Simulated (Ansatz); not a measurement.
## O2: vertical energies of changing the electron count

Computed with Ansatz's Python interface.

`ip_o2.py`
```python
"""Removing and adding an electron on O2 at fixed geometry."""

import ansatz as az

params = {
    "basis_set": "def2-SVPD",
    "xc": "pbe0",
}


def energy_of(molecule, charge=0, unpaired=0):
    calc = molecule.calculation().basis(gaussian=params["basis_set"]).functional(params["xc"])
    if charge:
        calc = calc.charge(charge)
    if unpaired:
        calc = calc.spin("collinear", total=unpaired)
    return calc.run(threads=1, pin="off").report["free_energy_ev"]


def main() -> None:
    molecule = (
        az.Crystal.molecule()
        .atom("O", (0.0, 0.0, 0.0))
        .atom("O", (0.0, 0.0, 1.2))
    )

    # total-energy differences at one geometry
    parent = energy_of(molecule, 0, 2)
    cation = energy_of(molecule, 1, 1)
    print(f"E(N)   = {parent:.5f} eV")
    print(f"E(N-1) = {cation:.5f} eV  (1 unpaired)")
    print(f"vertical ionisation energy {cation - parent:.3f} eV")
    anion = energy_of(molecule, -1, 1)
    print(f"E(N+1) = {anion:.5f} eV  (1 unpaired)")
    print(f"vertical electron affinity {parent - anion:.3f} eV" + ("" if anion < parent else " (unbound in this basis)"))
    print(f"fundamental gap IP - EA = {cation + anion - 2 * parent:.3f} eV")


if __name__ == "__main__":
    main()
```

```console
$ python ip_o2.py
E(N)   = -4083.38896 eV
E(N-1) = -4070.23505 eV  (1 unpaired)
vertical ionisation energy 13.154 eV
E(N+1) = -4083.32271 eV  (1 unpaired)
vertical electron affinity -0.066 eV (unbound in this basis)
fundamental gap IP - EA = 13.220 eV
```

At this unrelaxed geometry removing an electron costs 13.15 eV and an added one is unbound in this basis (by 0.07 eV).

Caveats:
- Total energies depend on the basis set; only differences at equal settings carry meaning.
- The geometry is a force-field or estimated start, not a minimum of this method, and the basis set is short of its limit. All parts are taken at fixed geometry, without zero-point energy. At an unrelaxed start these energies can be a whole eV from those at the minimum, and a small affinity can change sign.
- The run takes the species as open-shell (spin multiplicity 3), which needn't be its ground state.
- Only the spin states typed were run; another state of an ion can lie lower, by up to an eV or two.
- The spin state was assumed, and another may lie lower.
- A negative electron affinity means that the anion is unbound here; its size hangs on the basis and tends to about zero as the basis grows, and so does its part in any gap built on it.
- Run time: 2.8 s on 1 thread of Arm Neoverse V1, with other jobs on the host, peak memory 0.16 GiB.
